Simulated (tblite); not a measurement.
Compound: C5H4S (charge -1 and doublet state).
InChI=1S/C5H4S/c6-5-3-1-2-4-5/h1-4H/q-1

All values are computed: GFN2-xTB (tblite) harmonic vibrations without scaling, gas phase. Errors from tens to a few hundred cm⁻¹ against measured bands are possible. Open shells enter through the occupations alone, without spin polarisation, and single modes of such species can be off by tens of per cent.

Harmonic wavenumbers (cm⁻¹): 196.2, 277.7, 497.9, 524.1, 578.9, 747.7, 749.7, 789.3, 789.6, 792.4, 899.1, 1049.8, 1086.6, 1094.6, 1178.8, 1248.2, 1272.6, 1399.0, 1472.5, 1510.0, 3024.1, 3040.5, 3082.3, 3089.1.

A = 8900, B = 2179, C = 1750 MHz; mass 96.003 u (most abundant isotopes); point group C2v, symmetry number 2; spin multiplicity 2.

Q: Zero-point energy?

A: Half the sum of the wavenumbers: 15195 cm⁻¹ = 181.78 kJ/mol.

Q: Entropy at 298.15 K, 1 bar (ideal gas, RRHO, classical rotation)?

A: Translation 165.78, rotation 105.75, vibration 29.78, spin (R ln 2) 5.76: S = 307.1 J/(mol K).

Q: And Cp and H(298.15 K) − H(0)?

A: Cp = 86.76 J/(mol K), of which vibrations give 53.50 (their classical limit is 24 R = 199.5); H(298.15 K) − H(0) = 15.83 kJ/mol without the zero-point energy, 5.91 from vibrations.

Q: How do the functions run with temperature in this model?

A: 
```csv
T (K),S (J/(mol K)),Cp (J/(mol K)),H − H(0) (kJ/mol),G − H(0) (kJ/mol),ln q(vib)
150,262.1,49.9,5.81,-33.50,0.26
250,292.9,74.0,11.95,-61.28,0.84
400,336.1,111.5,25.96,-108.49,2.10
600,388.6,146.7,52.07,-181.08,4.15
900,454.4,176.9,101.07,-307.89,7.38
```

q(vib) and H(0) count from the zero-point level.

Q: What must be added to the electronic energy to get the Gibbs energy at 298.15 K and 1 bar?

A: ZPE + [H(298.15 K) − H(0)] − T·S = 181.78 + 15.83 − 91.55 = 106.06 kJ/mol.

Hindered rotation and anharmonicity are outside this model.
